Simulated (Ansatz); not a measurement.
## Ansatz (development build ahead of 0.2.0) run

```yaml
crystal:
  periodic: [false, false, false]
  atoms:
    - { symbol: C, position_ang: [0.0, 0.0, -1.18275] }
    - { symbol: "N", position_ang: [0.0, 0.0, 0.0] }
    - { symbol: C, position_ang: [0.0, 0.0, 1.18275] }
basis:
  gaussian: { orbitals: def2-SVP }
magnetization:
  spin_polarized: true
  initial_magnetization: 1
hamiltonian:
  xc: hf
correlation:
  method: mp2
  frozen_orbitals: { C: 1, "N": 1 }
scf:
  omitted_lower_state_checks: [starts, atomic_configurations, cluster_reference, orbital_swaps, given_window_search, neighbouring_geometries, increment]
```

The input is written out in the form of the current development build from the run's settings.

Results

```yaml
Converged: yes
Reference_energy: -129.90935 hartree
Correlation_energy: -0.32104 hartree
Total_energy: -130.23039 hartree
Spin_squared_of_the_determinant: 0.832
Stability_test: minimum
Occupied_orbitals_by_symmetry_in_an_Abelian_subgroup_alpha;_beta: 4 Ag 3 B1u 1 B2g 1 B2u 1 B3u; 4 Ag 3 B1u 1 B2u 1 B3u
```

Messages of the program:
```
mean field -3535.01363072 eV, -129.9093548105 hartree, gradient 2.3e-6 eV, S^2 0.831969; 0 other ends of a descent, 0 dependent functions left out
```
